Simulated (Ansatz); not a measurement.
Relaxation of AlClH5N (8 atoms, charge 0, multiplicity 1), to a largest force component of 0.03 eV/Å in at most 50 steps.

Method: RKS B3LYP-D4/def2-SVP in Ansatz 0.2.0.

```xyz
8
Properties=species:S:1:pos:R:3:forces:R:3
Al 0.046 0.586 -0.419 -0.06 0.90 0.38
H 0.039 -0.037 2.270 0.11 -1.76 0.39
N 1.630 0.067 -0.988 0.01 0.00 0.00
H 1.827 -0.834 -1.412 -0.01 -0.06 -0.03
H 2.481 0.618 -0.938 0.03 0.05 0.01
H -1.240 -0.295 -0.579 -0.01 0.02 0.02
Cl -0.065 2.611 0.425 0.03 -0.75 -0.51
H -0.003 0.663 2.109 -0.11 1.60 -0.27
```

Question: Where does it end, and by what steps?

Answer: The run converged. After 4 steps the energy has fallen by 0.108 eV; H8 moved furthest, 0.25 Å.

```
step  energy less start (eV)  largest force component (eV/Å)  accepted
   0                  0.0000                           1.755       yes
   1                 -0.0989                           0.368       yes
   2                 -0.1052                           0.266       yes
   3                 -0.1075                           0.043       yes
   4                 -0.1076                           0.023       yes
```

```xyz
8
Properties=species:S:1:pos:R:3
Al 0.049 0.665 -0.493
H 0.063 -0.170 2.392
N 1.635 0.086 -1.012
H 1.823 -0.844 -1.376
H 2.492 0.632 -0.987
H -1.234 -0.232 -0.600
Cl -0.075 2.661 0.206
H -0.039 0.583 2.338
```

Whether the end is a true minimum wasn't checked by a vibrational analysis.

The run took 17 s on 1 thread of Arm Neoverse V1 (shared host), peak memory 0.14 GiB.
